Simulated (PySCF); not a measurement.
Start geometry of `C=CB` (C2H5B) from a GFN2-xTB structure with every atom displaced at random (by about 0.01 Å) (Å):
```
atom  x, y, z in Å
B1     1.327    0.011    0.116
C2    -0.149   -0.497    0.084
C3    -1.229    0.282   -0.132
H4     2.234   -0.692    0.292
H5     1.507    1.170   -0.065
H6    -0.337   -1.545    0.241
H7    -1.095    1.343   -0.288
H8    -2.204   -0.091   -0.146
```

Q: What comes out of this run: PBE0-D3(BJ)/def2-SVP geometry optimisation, gas phase (PySCF)?

A: 
```
atom  x, y, z in Å
B1     1.2394    0.0268   -0.1389
C2    -0.1861   -0.5469   -0.0156
C3    -1.2624    0.2590   -0.0923
H4     2.2222   -0.6723   -0.0441
H5     1.3779    1.2144   -0.3343
H6    -0.3610   -1.6179    0.1465
H7    -1.1446    1.3367   -0.2533
H8    -2.2910   -0.1093    0.0010
```

The energy falls by 12.0 kJ/mol over 6 energy and gradient evaluations, the largest force component goes from 0.0451 to 1.3e-04 Eh/bohr, and the atoms move by 0.044 Å rms after alignment. The bond that changes most is C3–H8 (terminal =CH2 carbon to vinylic hydrogen), which lengthens by 0.052 Å. Bonds longer at the end by more than 0.005 Å: 5 of 7; shorter: 1. Among the angles that change most is B1–C2–C3, from 124.9° to 120.8°. Rotational constants go from 51704, 9716, 8179 to 47942, 10114, 8352 MHz. The orientation of the end geometry is arbitrary; only internal coordinates are fixed.

The run used 67 basis functions and 39 SCF cycles in all. Hardware: Arm Neoverse V1, one thread, shared host. Cost: 5.9 s, 0.29 GiB resident at most.

PBE0-D3(BJ)/def2-SVP frequencies: not computed here.
